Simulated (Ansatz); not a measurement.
**GeH4, singlet in cc-pVTZ: errors against RCCSDT(Q)**

Geometry: a point of a stretch scan, not a stationary point.

```yaml
atoms:
  - { symbol: Ge, position_ang: [-0.0013, -0.0013, -0.0013] }
  - { symbol: H, position_ang: [0.9791, 0.9823, 0.9810] }
  - { symbol: H, position_ang: [-0.8891, -0.8853, 0.8844] }
  - { symbol: H, position_ang: [-0.8851, 0.8832, -0.8905] }
  - { symbol: H, position_ang: [0.8861, -0.8890, -0.8838] }
```

Basis cc-pVTZ; Ansatz 0.2.0. Correlated methods freeze the noble-gas cores and the filled d shells of p-block atoms, which leaves 8 electrons in 85 orbitals. R marks a restricted (for open shells ROHF) determinant. Active spaces: pair = (2e, 2o) about the gap; valence = (8e, 8o) chosen from the atoms' valence shells. No spin–orbit coupling is included, and no scalar relativity.

Full CI isn't at hand for all of this; RCCSDT(Q) serves as the reference, and is uncertain by the last step of the cluster series or more.

* UHF ⟨S²⟩: 0.000
* T1 diagnostic (RCCSD): 0.0104
* largest doubles amplitude (RCCSD): 0.052

| level | E − E(RHF) (eV) |
| --- | --- |
| RMP2 | -3.7734 |
| RCCSD | -4.5718 |
| RCCSD(T) | -4.6744 |

Task: Estimate how far RCCSDT(Q) in cc-pVTZ lies from RCCSD(T). The table doesn't fix it; the size of (T) and the diagnostics are the guide.

Result: RCCSDT(Q) in cc-pVTZ lies 2.1 kJ/mol below RCCSD(T), which is 21 % of the (T) step (-9.9 kJ/mol). The diagnostics are small and one determinant leads, so the series closes fast and only a small part of (T) is left.

The other levels:

```csv
level,E − E(RCCSDT(Q)) (kJ/mol),share of correlation (%),wall time
BCCD(T),2.0,99.55,2.1 s
RCCSDT,0.3,99.94,–
CASSCF (pair space),408.8,9.78,–
NEVPT2 (pair space),87.9,80.60,3.3 s (H100)
MRCISD (pair space),28.5,93.70,–
MRCISD+Q (pair space),0.0,100.01,2.1 s (H100)
CASSCF (valence space),291.9,35.58,–
NEVPT2 (valence space),84.5,81.35,6 s
MRCISD (valence space),15.6,96.55,–
MRCISD+Q (valence space),1.6,99.65,4.7 s (H100)
```

The correlation energy at RCCSDT(Q), counted from RHF, is -4.696 eV. That run took 2.7 s on 2 threads of AMD EPYC 7R13 with a shared H100 80 GB, shared host.

Times hold each run's SCF and search for its determinant on a shared host, so for small cases they say little of a method's own cost; rows without a card ran on 1 thread of AMD EPYC 7R13.

Natural occupations of CASSCF (valence space) about the gap: 1.986 1.974 1.974 1.965 0.039 0.023 0.019 0.019; effectively unpaired electrons, Σ n²(2−n)², 0.02.
